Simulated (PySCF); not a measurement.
Species: C4H5OP.
Z-matrix (Å and degrees, GFN2-xTB geometry), rows numbered from 1:
```
O 
P   1  1.4627
C   2  1.8112  1  120.13
C   3  1.3375  2  108.84  1   128.08
C   4  1.4567  3  115.28  2    -1.06
C   5  1.3376  4  115.30  3     0.01
H   2  1.3956  1  114.16  3  -123.92
H   3  1.0756  2  125.17  1   -53.23
H   4  1.0794  3  124.49  2   179.66
H   5  1.0794  4  120.21  3  -179.27
H   6  1.0756  2  125.19  1    53.19
```

NICS is the negative of the GIAO shielding at a point without a nucleus: at the ring centre (0) and 1 Å above and below it (1); zz is the component along the ring normal. Level: GIAO PBE0/pcSseg-1 (PySCF, non-relativistic, gas phase) on the GFN2-xTB geometry, one conformer.

Ring bond lengths (Å), with Mayer bond orders in brackets: P2–C3 1.811 (0.86), C3–C4 1.338 (1.80), C4–C5 1.457 (1.07), C5–C6 1.338 (1.80), C6–P2 1.811 (0.86).

Problem. Give the NICS values of each ring in ppm.

Solution. 
```tsv
ring	type	NICS(0)	NICS(1), two faces	NICS(1)zz, two faces	rms pucker (Å)	centre to ring atoms, mean (Å)
P2–C3–C4–C5–C6	5-membered ring with P; formal bonds 2 double, 3 single	0.6	-1.6 / -3.0	0.6 / 0.6	0.01	1.31
```

Problem. What can be read from them?

Solution. 
- P2–C3–C4–C5–C6: mean NICS(1)zz 0.6 ppm, near zero. P2 has four or more neighbours; no verdict on aromaticity is drawn.

Problem. How shielded are the nuclei of the rings and their hydrogens (means over atoms taken as equivalent)?

Solution. 
| atoms | environment | σ isotropic (ppm) |
| --- | --- | --- |
| P2 | phosphoryl phosphorus | 321.6 |
| C3 (×2) | alkene CH carbon | 49.6 |
| C4 (×2) | alkene CH carbon | 38.9 |
| H7 | P–H hydrogen | 24.12 |
| H8 (×2) | vinylic hydrogen | 25.26 |
| H9 (×2) | vinylic hydrogen | 24.76 |

The run took about 30 s of CPU time (one thread, shared machine). This is the whole shielding run at PBE0/pcSseg-1, SCF included.
